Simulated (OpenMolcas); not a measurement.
## C3H4O (cyclopropanone): a line through the functionals

C3H4O: 8 atoms, total charge 0, spin state singlet. As SMILES, `O=C1CC1`. The coordinates come from a PBE0-D4/def2-TZVP relaxation.

The HOMO–LUMO gap y, in eV, basis 6-311+G(d,p); a is the functional's share of exact exchange. Programs: OpenMolcas 26.06.

| functional | program | a | y (eV) |
| --- | --- | --- | --- |
| revPBE | OpenMolcas | 0 | 3.42 |
| TPSS | OpenMolcas | 0 | 3.62 |
| B3LYP | OpenMolcas | 0.2 | ? |
| PBE0 | OpenMolcas | 0.25 | 6.01 |
| BHLYP | OpenMolcas | 0.5 | 8.65 |

Q: Fit y = c + s·a to the known rows and predict B3LYP.

A: 
1. Means of the 4 rows: a = 0.1875, y = 5.425.
2. Σ(Δa)² = 0.17188, Σ(Δa·Δy) = 1.7588, so the slope is 1.7588/0.17188 = 10.233.
3. Intercept: 5.425 − (10.233) × 0.1875 = 3.506. The largest residual of the fit is 0.11.
4. B3LYP: 3.506 + (10.233) × 0.2 = 5.55 eV.

The run gave 5.53 eV, so the prediction is off by +0.02 eV, within the scatter of the fit. Exact exchange lowers occupied levels and raises empty ones. The rows mix families of semi-local functionals, which the line can't see.
